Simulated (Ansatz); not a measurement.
## Worked example: correlation energy of GeCO⁺, doublet

Geometry: that of the GeCO, singlet, kept fixed.

| atom | x (Å) | y (Å) | z (Å) |
| --- | --- | --- | --- |
| Ge | 0.0000 | 0.0000 | 1.6654 |
| C | 0.0000 | 0.0000 | -0.2562 |
| O | 0.0000 | 0.0000 | -1.4091 |

Basis cc-pVDZ; Ansatz 0.2.0. Only valence electrons are correlated (noble-gas cores and the filled d shells of p-block atoms frozen), which leaves 13 electrons in 39 orbitals. Prefix R: restricted or restricted open-shell reference; prefix U: unrestricted. No spin–orbit coupling is included, and no scalar relativity.

Full CI isn't at hand for all of this; UCCSDT(Q) serves as the reference, and is uncertain by the last step of the cluster series or more.

UCCSD has a T1 diagnostic of 0.024 and a largest doubles amplitude of 0.08.

Runs differ by some tens of microhartree through their thresholds and, for an open shell, their frozen cores, so steps under 0.03 kcal/mol mean nothing.

Here the R and U totals at CCSDT(Q) differ by 0.19 kcal/mol, a measure of how far such totals hang on the determinant and its frozen core.

```
    level  total energy (hartree)
      UHF            -2187.756355
     UMP2            -2188.104863
    UCCSD            -2188.120828
 UCCSD(T)            -2188.135858
   UCCSDT            -2188.136810
UCCSDT(Q)            -2188.138533
```

Task: What is the correlation energy at UCCSDT(Q), and what share of it do UMP2 and UCCSDT recover?

Result: E(corr) = -2188.138533 − (-2187.756355) = -0.382178 hartree = -10.400 eV. UMP2: -0.348508 / -0.382178 = 91.19 %. UCCSDT: -0.380455 / -0.382178 = 99.55 %.

Task: By how many kcal/mol does UCCSD(T) miss UCCSDT(Q) (1 hartree = 627.509 kcal/mol), and which steps make up the rest?

Result: -2188.135858 − (-2188.138533) = 0.002675 hartree = 1.68 kcal/mol. Steps: UCCSDT − UCCSD(T) = -0.60, UCCSDT(Q) − UCCSDT = -1.08 kcal/mol. Differences between like states or geometries often cancel part of this.
